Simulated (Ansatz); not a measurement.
Start from `COC1(F)CO1` and change one atom or group to get `COC1CO1`.

Ansatz, PBE0-D4/def2-TZVP geometries, multiplicity 1. Each molecule was computed in one conformer, which needn't be the lowest.

| property | `COC1(F)CO1` |
| --- | --- |
| HOMO energy (PBE0/def2-TZVPP) / eV | -8.50 |
| HOMO–LUMO gap (PBE0/def2-TZVPP) / eV | 10.03 |
| LUMO energy (ωB97M-V/def2-TZVPP) / eV | 3.12 |
| HOMO energy (PBE/def2-TZVPP) / eV | -6.76 |
| LUMO energy (PBE0/def2-TZVPP) / eV | 1.53 |
| LUMO energy (PBE/def2-TZVPP) / eV | 0.47 |

Question: Give the same properties after the change, and the shifts. (Estimate.)

Answer: The calculation gave: 
```
                             property  `COC1CO1`  shift
   HOMO energy (PBE0/def2-TZVPP) / eV      -7.98   0.52
 HOMO–LUMO gap (PBE0/def2-TZVPP) / eV       9.63  -0.40
LUMO energy (ωB97M-V/def2-TZVPP) / eV       3.10  -0.02
    HOMO energy (PBE/def2-TZVPP) / eV      -6.33   0.43
   LUMO energy (PBE0/def2-TZVPP) / eV       1.65   0.12
    LUMO energy (PBE/def2-TZVPP) / eV       0.83   0.36
```

With PBE0 the HOMO rises by 0.52 eV and the LUMO rises by 0.12 eV, so the gap narrows by about 0.40 eV. PBE moves the HOMO by 0.43 eV and ωB97M-V by 0.54 eV.
